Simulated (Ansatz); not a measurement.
**AlP⁺, quartet: the ladder up to full CI**

Geometry: a point of a stretch scan, not a stationary point.

```
atom   x (Å)   y (Å)   z (Å)
  Al  0.0000  0.0000  0.0000
   P  0.0000  0.0000  3.0740
```

Basis cc-pVDZ; Ansatz 0.2.0. Only valence electrons are correlated (noble-gas cores frozen), which leaves 7 electrons in 26 orbitals. Prefix R: restricted or restricted open-shell reference; prefix U: unrestricted. Active spaces: pair = (5e, 5o) about the gap; valence = (7e, 8o) chosen from the atoms' valence shells.

Full CI is exact within this basis and frozen core; it isn't the basis-set limit. The frozen core follows each run's orbitals, which can shift R against U totals by a few meV.

For open shells CISD is restricted-active-space CI with the open shells as a complete middle space.

The UHF ⟨S²⟩ is 3.777, the T1 diagnostic (RCCSD) is 0.0199 and the largest doubles amplitude (RCCSD) is 0.082. The T1 diagnostic (UCCSD) is 0.0169.

```json
{"level": "RHF", "E − E(full CI) (kJ/mol)": "336.0", "share of correlation (%)": "0.00", "wall time": "–"}
{"level": "UHF", "E − E(full CI) (kJ/mol)": "331.8", "share of correlation (%)": "1.23", "wall time": "–"}
{"level": "RMP2", "E − E(full CI) (kJ/mol)": "89.2", "share of correlation (%)": "73.44", "wall time": "–"}
{"level": "UMP2", "E − E(full CI) (kJ/mol)": "89.2", "share of correlation (%)": "73.44", "wall time": "–"}
{"level": "CISD", "E − E(full CI) (kJ/mol)": "24.4", "share of correlation (%)": "92.73", "wall time": "1.2 s"}
{"level": "RCCSD", "E − E(full CI) (kJ/mol)": "7.6", "share of correlation (%)": "97.73", "wall time": "–"}
{"level": "UCCSD", "E − E(full CI) (kJ/mol)": "7.6", "share of correlation (%)": "97.74", "wall time": "–"}
{"level": "RCCSD(T)", "E − E(full CI) (kJ/mol)": "2.0", "share of correlation (%)": "99.39", "wall time": "1.1 s"}
{"level": "UCCSD(T)", "E − E(full CI) (kJ/mol)": "2.0", "share of correlation (%)": "99.40", "wall time": "1.1 s"}
{"level": "BCCD(T)", "E − E(full CI) (kJ/mol)": "2.0", "share of correlation (%)": "99.40", "wall time": "0.87 s"}
{"level": "RCCSDT", "E − E(full CI) (kJ/mol)": "0.4", "share of correlation (%)": "99.87", "wall time": "–"}
{"level": "UCCSDT", "E − E(full CI) (kJ/mol)": "0.4", "share of correlation (%)": "99.87", "wall time": "–"}
{"level": "RCCSDT(Q)", "E − E(full CI) (kJ/mol)": "0.1", "share of correlation (%)": "99.98", "wall time": "3.5 s"}
{"level": "UCCSDT(Q)", "E − E(full CI) (kJ/mol)": "0.1", "share of correlation (%)": "99.98", "wall time": "3.1 s"}
{"level": "CASSCF (pair space)", "E − E(full CI) (kJ/mol)": "297.2", "share of correlation (%)": "11.55", "wall time": "–"}
{"level": "NEVPT2 (pair space)", "E − E(full CI) (kJ/mol)": "85.9", "share of correlation (%)": "74.43", "wall time": "0.66 s"}
{"level": "MRCISD (pair space)", "E − E(full CI) (kJ/mol)": "22.1", "share of correlation (%)": "93.41", "wall time": "–"}
{"level": "MRCISD+Q (pair space)", "E − E(full CI) (kJ/mol)": "-2.2", "share of correlation (%)": "100.65", "wall time": "0.96 s"}
{"level": "CASSCF (valence space)", "E − E(full CI) (kJ/mol)": "232.4", "share of correlation (%)": "30.82", "wall time": "–"}
{"level": "NEVPT2 (valence space)", "E − E(full CI) (kJ/mol)": "53.0", "share of correlation (%)": "84.21", "wall time": "2.1 s"}
{"level": "NEVPT4(SD) (valence space)", "E − E(full CI) (kJ/mol)": "0.6", "share of correlation (%)": "99.83", "wall time": "2.5 s"}
{"level": "MRCISD (valence space)", "E − E(full CI) (kJ/mol)": "9.4", "share of correlation (%)": "97.20", "wall time": "–"}
{"level": "MRCISD+Q (valence space)", "E − E(full CI) (kJ/mol)": "-3.9", "share of correlation (%)": "101.17", "wall time": "2.6 s"}
```

The correlation energy at full CI, counted from RHF, is -3.482 eV. That run took 3.2 min on 1 thread of Arm Neoverse V2, shared host over 5,352,180 determinants.

Times hold each run's SCF and search for its determinant on a shared host, so for small cases they say little of a method's own cost; they ran on 1 thread of Arm Neoverse V2. Some runs computed forces too.

More than 5 meV below full CI, which no variational method can be: MRCISD+Q (pair space), MRCISD+Q (valence space).

The full-CI state has the irrep A2 of C2v, in the program's axes (one component, if the state is degenerate).

Natural occupations of full CI about the gap: 1.944 1.885 0.990 0.990 0.989 0.040 0.040 0.039 0.012 0.012; effectively unpaired electrons, Σ n²(2−n)², 3.08.
